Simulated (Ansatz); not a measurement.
Bond stretch in SH, doublet.

UCCSDT(Q) = CCSDT(Q) on UHF/cc-pVDZ, frozen core in Ansatz (a first-principles code); UKS-PBE = unrestricted PBE/cc-pVDZ (Ansatz); FCI = Ansatz with full CI/cc-pVDZ, frozen core; UKS-B3LYP = unrestricted B3LYP/cc-pVDZ (Ansatz).

Energies are in kcal/mol, each relative to the lowest point of its own curve near equilibrium.

```csv
R / Å,UCCSDT(Q),UKS-PBE,FCI,UKS-B3LYP
1.03,60.8,62.3,60.8,60.4
1.07,43.3,44.7,43.3,43.1
1.14,21.6,22.9,21.6,21.7
1.22,7.5,8.4,7.5,7.6
1.27,2.8,3.4,2.8,2.9
1.32,0.5,0.7,0.5,0.5
1.35,0.0,0.0,0.0,0.0
1.39,0.2,0.0,0.2,0.1
1.42,1.0,0.5,1.0,0.8
1.46,2.5,1.8,2.5,2.2
1.55,7.8,6.5,7.8,7.4
1.65,15.5,13.7,15.5,15.0
1.82,29.9,28.0,29.9,29.9
2.00,44.2,43.4,44.2,45.9
2.25,59.5,62.0,59.5,63.8
2.42,66.5,70.8,66.5,71.6
2.66,72.6,77.9,72.6,78.0
2.96,76.1,82.0,76.1,82.0
3.25,77.5,83.9,77.5,83.7
3.65,78.2,85.0,78.2,84.8
4.13,78.4,85.5,78.5,85.2
4.74,78.5,85.6,78.5,85.4
```

The scan ran from 1.03 to 5.33 Å; beyond the distances shown full CI changes its symmetry label. The unrestricted determinant behind UCCSDT(Q) is spin-contaminated at 1.82 to 4.74 Å (<S²> up to 1.8, against 0.75 for a pure doublet). The unrestricted determinant behind UKS-PBE, UKS-B3LYP is spin-contaminated at 2.25 to 4.74 Å (<S²> up to 1.8, against 0.75 for a pure doublet).
